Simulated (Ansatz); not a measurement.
The pair A = NH3 (SMILES N) (first 4 atoms), B = NH3 (SMILES N); geometry from A24 set.
(charge 0, multiplicity 1):
```xyz
8

N     -0.0500    -1.5871     0.0000
H      0.1230    -2.1685     0.8111
H      0.1230    -2.1685    -0.8111
H      0.6599    -0.8624     0.0000
N      0.0500     1.5871     0.0000
H     -0.1230     2.1685     0.8111
H     -0.6599     0.8624     0.0000
H     -0.1230     2.1685    -0.8111
```

Frozen-core correlation. MP2 and its Hartree–Fock in aug-cc-pVQZ are density fitted.

Codes used: Ansatz (a quantum-chemistry and plane-wave program). 

The counterpoise-corrected interaction energy is E(AB) − E(A in the pair's basis) − E(B in the pair's basis). Total energies (hartree):

```tsv
level	AB	A in the pair's basis	B in the pair's basis
HF/aug-cc-pVTZ	-112.4428535	-56.2202577	-56.2202577
MP2/aug-cc-pVTZ	-112.9262379	-56.4607227	-56.4607227
HF/aug-cc-pVQZ	-112.4501166	-56.2238874	-56.2238874
MP2/aug-cc-pVQZ	-112.9604815	-56.4777743	-56.4777743
CCSD(T)/aug-cc-pVTZ	-112.9662400	-56.4807263	-56.4807263
```

Task: Work out the counterpoise-corrected interaction energy at the basis-set limit: extrapolate the MP2 correlation part as X⁻³, take Hartree–Fock from the larger set, and add the CCSD(T) − MP2 difference of aug-cc-pVTZ.

Result: 
1. Differences (1 hartree = 627.509 kcal/mol): HF/aug-cc-pVTZ -1.467; MP2/aug-cc-pVTZ -3.007; HF/aug-cc-pVQZ -1.469; MP2/aug-cc-pVQZ -3.095; CCSD(T)/aug-cc-pVTZ -3.004.
2. Correlation parts, MP2 less HF: -1.540 in aug-cc-pVTZ (X = 3), -1.626 in aug-cc-pVQZ (X = 4).
3. Limit (4³·(-1.626) − 3³·(-1.540))/(4³ − 3³) = -1.689; with HF/aug-cc-pVQZ it gives -3.158.
4. CCSD(T) less MP2 in aug-cc-pVTZ: 0.003.
Result: -3.15 kcal/mol, against -3.01 at MP2/aug-cc-pVTZ. It is an estimate of this method's limit, not of the exact value.
